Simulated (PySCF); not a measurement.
A ladder for the electron affinity of Al

Al- [Ne] 3s2 3p2 (3P) → Al [Ne] 3s2 3p1 (2P). Scalar values calculated with PySCF 2.14 in aug-cc-pCVTZ-DK with one added diffuse shell each of s, p, d, f type (spin-free X2C; valence: [Ne] frozen; all electrons: nothing frozen; valence and next inner shell: 1s2 frozen). The spin-orbit shift comes from two-component X2C-1e calculations (generalised Hartree-Fock, GHF, and MP2 on its spinors, GMP2) in x2c-TZVPall-2c with one added diffuse shell each of s, p type: GMP2 gives 0.317 eV without and 0.312 eV with screened spin-orbit coupling, a shift of -0.005 eV (GHF: -0.006 eV). Sums use unrounded values; where a UHF row is shifted, it takes the GHF shift.

```tsv
method	scalar (eV)	plus spin-orbit shift (eV)	error (eV)
UHF	0.012	0.006	-0.427
MP2 (valence)	0.360	0.355	-0.078
SCS-MP2 (valence)	0.259	0.253	-0.179
CCSD (valence)	0.371	0.365	-0.068
CCSD(T) (valence)	0.421	0.416	-0.017
MP2 (all electrons)	0.348	0.342	-0.091
SCS-MP2 (all electrons)	0.249	0.244	-0.189
CCSD (all electrons)	0.360	0.354	-0.078
CCSD(T) (all electrons)	0.408	0.403	-0.030
LDA	0.670	0.664	0.232
PBE	0.621	0.616	0.183
PBE0	0.541	0.536	0.103
r2SCAN	0.625	0.619	0.187
BHandHLYP	0.275	0.270	-0.163
HSE06	0.550	0.545	0.112
PW91	0.641	0.635	0.203
MP2 (valence and next inner shell)	0.347	0.341	-0.091
SCS-MP2 (valence and next inner shell)	0.249	0.243	-0.190
CCSD (valence and next inner shell)	0.359	0.354	-0.079
CCSD(T) (valence and next inner shell)	0.407	0.402	-0.031
```

Reference: 0.433 eV (measured; photodetachment measurements, as compiled on the Wikipedia data page of electron affinities).

The errors of the correlated levels include the incompleteness of the basis and the frozen core, so a lower level can come closer by cancellation.
